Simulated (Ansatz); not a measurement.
Stepwise reaction of `C[Si]C` with hydrogen sulfide, as a gas-phase model of exchange steps in deposition or etching. ΔE in kJ/mol; ΔG adds harmonic PBE0-D4 terms to CCSD(T)/CBS, at 1 bar.

Calculated with Ansatz (gas phase, PBE0-D4/def2-TZVP geometries, no zero-point term in ΔE). CCSD(T)/CBS adds triple-zeta CCSD(T) − MP2 to the extrapolated MP2 energy (def2 sets, frozen cores). This one scheme is used for every species. DFT in def2-TZVPP. B3LYP here is the variant with VWN-RPA as its local correlation; programs differ in this. One conformer a species, not always the lowest.

```csv
step,reaction,PBE-D4,B3LYP-D4,ωB97M-V,CCSD(T)/CBS,ΔG(400 K)
2,`C[Si]S` + H₂S → `S[Si]S` + CH₄,-113.2,-110.7,-105.4,-105.9,-88.3
```

(1) Give the row of step 1, `C[Si]C` + H₂S → `C[Si]S` + CH₄. (An estimate is asked.)

(2) By hand: ΔE of the 2 steps together at CCSD(T)/CBS.

Answers

(1) Computed: 
```csv
step,reaction,PBE-D4,B3LYP-D4,ωB97M-V,CCSD(T)/CBS,ΔG(400 K)
1,`C[Si]C` + H₂S → `C[Si]S` + CH₄,-139.2,-135.4,-130.2,-130.6,-115.1
```

(2) (-130.6) + (-105.9) = -236.5 kJ/mol, or -118.2 kJ/mol a step.

In ΔE each step is higher than the one before. All are downhill at CCSD(T)/CBS. ΔG lies between -115.1 and -88.3 kJ/mol a step. PBE-D4 differs from CCSD(T)/CBS by -8.6 to -7.3 kJ/mol a step. Isolated molecules leave out the surface, adducts and barriers. Largest T1 diagnostic: 0.015.
